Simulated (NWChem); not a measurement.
Molecule: hydrogen isocyanide (CHN); SMILES [C-]#[NH+]

Results from NWChem. The geometry was optimised at PBE-D3(BJ)/def2-SVP. Level: M06-2X/def2-SVP with SMD (1 M gas to 1 M solution), gas-phase geometry.

```json
[
 {"solvent": "water", "dielectric constant": "78.4", "solvation free energy (kcal/mol)": "(withheld)", "cavity-dispersion-structure term (kcal/mol)": "(withheld)", "dipole in solution (D)": "3.89"},
 {"solvent": "acetone", "dielectric constant": "20.5", "solvation free energy (kcal/mol)": "-4.1", "cavity-dispersion-structure term (kcal/mol)": "2.7", "dipole in solution (D)": "3.85"},
 {"solvent": "ethyl acetate", "dielectric constant": "5.99", "solvation free energy (kcal/mol)": "-3.4", "cavity-dispersion-structure term (kcal/mol)": "2.5", "dipole in solution (D)": "3.73"},
 {"solvent": "1-propanol", "dielectric constant": "20.5", "solvation free energy (kcal/mol)": "-2.5", "cavity-dispersion-structure term (kcal/mol)": "4.4", "dipole in solution (D)": "3.85"}
]
```

Q: Fill in the missing entries.

A: 
- water, solvation free energy (kcal/mol): -0.6
- water, cavity-dispersion-structure term (kcal/mol): 6.6
